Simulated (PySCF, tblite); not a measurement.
Isomers of C2H6OP2, one GFN2-xTB conformer each. Single-point energies are computed at PBE0/pcSseg-1 (PySCF, gas phase, no added dispersion term), electronic only.

Problem. Rank them by PBE0/pcSseg-1 energy, lowest first (kJ/mol).
A. `[O:1]=[P:2]1([PH2:3])[CH2:4][CH2:5]1` with O1–P2–P3–H -47° and 45°
B. `[CH3:1][O:2]/[CH:3]=[P:4]/[PH2:5]` with C1–O2–C3–P4 0°, C3–P4–P5–H -136° and 132°
C. `[H]/[P:5]=[P:4]\[CH2:3][O:2][CH3:1]` with C1–O2–C3–P4 -76°, O2–C3–P4–P5 -27°

Solution. A (0.0), B (38.1), C (54.7).

As drawn, the lowest has a three-membered ring and a P=O bond, which the highest lacks. GFN2-xTB itself gives, in the same order: 0.0, 58.7, 73.2. Both levels put the same isomer lowest; measured from each level's own lowest isomer, the values differ by up to 20.6 kJ/mol (CO/C=P/P: 58.7 against 38.1).

Problem. Which frontier levels, dipoles and rotational constants go with these structures?

Solution. 
```tsv
SMILES	HOMO (eV, PBE0/pcSseg-1)	LUMO (eV)	dipole (D)	A, B, C (MHz)
O=P1(P)CC1	-7.17	-0.39	3.04	4784, 2563, 1965
CO/C=P/P	-6.80	-1.13	1.40	11241, 1437, 1298
[H]/P=P\COC	-7.27	-2.74	2.33	4836, 2153, 1716
```

Problem. What happens when harmonic zero-point energies from GFN2-xTB frequencies are added?

Solution. 
```
     SMILES  ZPE (kJ/mol)  electronic (kJ/mol)  with ZPE (kJ/mol)
 O=P1(P)CC1         196.1                  0.0                0.0
   CO/C=P/P         197.9                 38.1               39.9
[H]/P=P\COC         204.9                 54.7               63.5
```

The zero-point energies span 8.8 kJ/mol. The order is unchanged.
